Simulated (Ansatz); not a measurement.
# C3H4ClNO: one species, many methods

Aim: compute C3H4ClNO with functionals from several rungs and with coupled cluster. The yardstick is the atomisation energy at the CCSD(T) limit.

Method: functionals in def2-TZVPP, the program's frozen cores in correlated methods; program: Ansatz 0.2.0, Gaussian basis.

The runs, in order: LDA (SPW92), PBE-D4, revPBE-D4, BLYP-D4, r2SCAN-D4, B97M-V, PBE0-D4, B3LYP-D4, r2SCANh-D4, r2SCAN0-D4, HSE06-D4, BHLYP-D4, CAM-B3LYP-D4, LC-ωPBE, ωB97X-V, ωB97M-V, B2PLYP, PBE-QIDH; CCSD(T)/def2-SVP; CCSD(T)/def2-TZVPP; MP2/def2-QZVPP; extrapolation to the limit; RPA on PBE.

### 1 Structure used throughout

The geometry comes from an earlier relaxation with PBE0-D4 in a triple-zeta def2 set; it is a stationary point, not always the lowest conformer.

SMILES `ClC1=NCCO1`, 10 atoms, charge 0, spin multiplicity 1.

Atoms are counted from 1 here; the program's logs count them from 0.

Bond lengths: Cl1–C2 1.700 Å, C2–N3 1.257 Å, C2–O6 1.343 Å, N3–C4 1.460 Å, C4–C5 1.542 Å, C4–H7 1.092 Å, C4–H8 1.093 Å, C5–O6 1.442 Å, C5–H9 1.091 Å, C5–H10 1.091 Å. Angles: Cl1–C2–N3 125.2°, Cl1–C2–O6 113.8°, N3–C2–O6 121.0°, C2–N3–C4 105.4°, N3–C4–C5 104.9°, N3–C4–H7 109.7°, N3–C4–H8 109.6°, C5–C4–H7 112.5°, C5–C4–H8 112.6°, H7–C4–H8 107.5°, C4–C5–O6 103.9°, C4–C5–H9 113.7°, C4–C5–H10 113.8°, O6–C5–H9 107.9°, O6–C5–H10 107.9°, H9–C5–H10 109.3°, C2–O6–C5 104.8°.

### 2 LDA

This LDA is Slater exchange with PW92 correlation.

Contents of in.yaml:

```yaml
crystal:
  periodic: [false, false, false]
  atoms:
    - {symbol: Cl, position_ang: [-2.417726, -0.577490, 1.790403]}
    - {symbol: C, position_ang: [-1.131140, -0.284975, 0.719069]}
    - {symbol: N, position_ang: [-1.187685, -0.404282, -0.530580]}
    - {symbol: C, position_ang: [0.145406, -0.054081, -1.013143]}
    - {symbol: C, position_ang: [0.946416, 0.300922, 0.255488]}
    - {symbol: O, position_ang: [0.003071, 0.099588, 1.327088]}
    - {symbol: H, position_ang: [0.075916, 0.782438, -1.712299]}
    - {symbol: H, position_ang: [0.573037, -0.900737, -1.555511]}
    - {symbol: H, position_ang: [1.274968, 1.340509, 0.289194]}
    - {symbol: H, position_ang: [1.800737, -0.353192, 0.433291]}
basis:
  gaussian: {orbitals: def2-TZVPP}
hamiltonian: {xc: lda}
output: {orbitals: {seedname: orbitals}}
```

Started as:

```console
ansatz run in.yaml --threads 4 --pin off --events-out ev --progress --plain --max-ram 10444MiB
```

After this run come: PBE-D4 (GGA); revPBE-D4 (GGA); BLYP-D4 (GGA); r2SCAN-D4 (meta-GGA); B97M-V (meta-GGA); B3LYP-D4 (hybrid); r2SCANh-D4 (hybrid); r2SCAN0-D4 (hybrid); HSE06-D4 (hybrid); BHLYP-D4 (hybrid); CAM-B3LYP-D4 (range-separated); LC-ωPBE (range-separated); ωB97X-V (range-separated); ωB97M-V (range-separated); B2PLYP (double hybrid); PBE-QIDH (double hybrid); CCSD(T) in def2-SVP; CCSD(T) in def2-TZVPP; MP2 in def2-QZVPP; RPA on PBE orbitals.

**Question.** What will the summary of the whole plan be? Wanted: atomisation energy, CCSD(T)/CBS; farthest beyond LDA; mean size of error, GGA; mean size of error, meta-GGA; mean size of error, hybrid; mean size of error, range-separated; mean size of error, double hybrid; gap, smallest and largest; T1 diagnostic.

As calculated:

| quantity | value |
| --- | --- |
| atomisation energy, CCSD(T)/CBS | 42.480 eV |
| functionals within 0.212 eV (0.5 %) | B3LYP-D4, r2SCANh-D4, PBE-QIDH |
| farthest beyond LDA | PBE-D4 (+2.101 eV) |
| mean size of error, GGA | 1.073 eV |
| mean size of error, meta-GGA | 0.294 eV |
| mean size of error, hybrid | 0.703 eV |
| mean size of error, range-separated | 0.339 eV |
| mean size of error, double hybrid | 0.208 eV |
| gap, smallest and largest | 5.29 eV (LDA (SPW92)), 12.85 eV (LC-ωPBE) |
| T1 diagnostic | 0.0126 |
| triples share of the correlation energy | 4.4 % |

In words: LDA overbinds by 8.190 eV (19 %). PBE-D4 misses by +2.101 eV. Double hybrids carry the basis error of their MP2 part in triple zeta, and no dispersion term here, so their miss is partly the set-up's. Taken by rung, double hybrid functionals do best (0.208 eV on average) and GGA ones worst beyond LDA (1.073 eV). The gap between the best rungs is small, so their order is not settled. The reference freezes the cores and leaves out relativity and excitations past (T), so misses under about 0.212 eV can't be ranked. Hartree-Fock recovers 68 % of the binding; the rest is correlation. CCSD(T) in def2-SVP is off by -2.272 eV, so the small basis spoils what the method gains. The gap grows from 5.3 to 12.9 eV across the functionals, mostly with the share of exact exchange.
